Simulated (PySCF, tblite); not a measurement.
SF₄.
Cartesian coordinates in Å at the GFN2-xTB level; atoms count from 1:
```xyz
5
SF4 angstrom
F      0.494   -1.073    0.703
S      0.047   -0.020   -0.438
F     -0.616    1.131    0.481
F      1.543    0.751   -0.261
F     -1.460   -0.786   -0.503
```

Level of theory: PBE0/pcSseg-1 in PySCF (dipole) on a GFN2-xTB geometry, gas phase.

Take the most abundant isotopes and a rigid rotor. 

(1) Give the principal moments of inertia and the rotational constants in GHz.

(2) What kind of rotor is it?

(3) What does the inertial defect say?

(4) List the rotational levels J(Ka,Kc) to J = 3 (MHz).

(5) Predict some low-J microwave lines.

Answers

(1) Ia = 83.31, Ib = 133.62, Ic = 166.93 u·Å²; 505379 MHz·u·Å²/I gives 6066, 3782 and 3028 MHz, that is A = 6.0663, B = 3.7823, C = 3.0276 GHz.

(2) An asymmetric top: κ = (2 × 3782 − 6066 − 3028)/(6066 − 3028) = -0.50.

(3) Not planar: Δ = Ic − Ia − Ib = -50.00 u·Å². For a rigid frame Δ = −2 Σ m c², so Σ m c² = 25.00 u·Å² lies off the ab plane. The atom farthest from that plane is 0.65 Å away.

(4) Above 0(0,0):
J = 1: 1(0,1) 6810, 1(1,1) 9094, 1(1,0) 9849
J = 2: 2(0,2) 20271, 2(1,2) 21959, 2(1,1) 24223, 2(2,1) 31075, 2(2,0) 31233
J = 3: 3(0,3) 40109, 3(1,3) 41166, 3(1,2) 45673, 3(2,2) 51504, 3(2,1) 52254, 3(3,1) 64902, 3(3,0) 64923
Those of J = 1 are B + C, A + C and A + B.

(5) The dipole components are |μa| = 0.00 D, |μb| = 0.00 D, |μc| = 0.97 D; the symmetry axis of this C2v structure is c, so μa and μb vanish by symmetry and there are no a-type or b-type lines. Some lines, for components of 0.1 D or more:

| type | branch | J(Ka,Kc) | MHz | lower level (cm⁻¹) |
| --- | --- | --- | --- | --- |
| c | Q | 3(1,3) ← 3(0,3) | 1057 | 1.338 |
| c | Q | 4(2,3) ← 4(1,3) | 4584 | 2.470 |
| c | Q | 3(2,2) ← 3(1,2) | 5832 | 1.523 |
| c | R | 1(1,0) ← 0(0,0) | 9849 | 0.000 |
| c | Q | 4(3,2) ← 4(2,2) | 11751 | 2.690 |
| c | R | 2(1,1) ← 1(0,1) | 17413 | 0.227 |
| c | R | 2(2,0) ← 1(1,0) | 21385 | 0.329 |
| c | R | 3(1,2) ← 2(0,2) | 25401 | 0.676 |
| c | R | 3(2,1) ← 2(1,1) | 28031 | 0.808 |
| c | R | 4(1,3) ← 3(0,3) | 33926 | 1.338 |
| c | R | 4(2,2) ← 3(1,2) | 34980 | 1.523 |
| c | R | 4(3,2) ← 3(2,2) | 40899 | 1.718 |
| c | R | 4(4,0) ← 3(3,0) | 45884 | 2.166 |
| c | R | 4(4,1) ← 3(3,1) | 45903 | 2.165 |

Its GFN2-xTB frequencies are all real (lowest 144 cm⁻¹). Constants of a rigid frame at the computed geometry: no zero-point averaging, no centrifugal distortion.
